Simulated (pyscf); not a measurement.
Single points on ωB97X-D3(BJ)/def2-SVP structures (PySCF, gas phase).

**Question.** Estimate the classical barrier height and the reaction energy of `[BH3]` + `[NH3]` -> `[BH2][NH2]` + `[H][H]` at PBE0-D3(BJ)/def2-TZVP. The step runs on the singlet surface, breaks B–H, H–N and forms B–N, H–H; take the separated reactants as zero.

**Answer.** ΔE‡ = 0.6 kcal/mol, ΔE = -33.2 kcal/mol. ωB97M-D3(BJ)/def2-TZVP gives 5.8 kcal/mol and -32.6 kcal/mol. Zero-point energy shifts the barrier by +1.9 kcal/mol. It is a four-centre exchange, with an imaginary mode of 1384i cm⁻¹. On the reactant side the descent ends in an adduct with a B–N contact, 30.9 kcal/mol under the separated species and 37.5 kcal/mol under the saddle at ωB97X-D3(BJ)/def2-TZVP. What is counted as formed (B–N) is already present as a longer contact in the reactant adduct; forming that adduct is a step of its own. At the saddle there is also a short B–H contact that neither side keeps. This is the saddle that the search found; another between the same sides may lie lower.
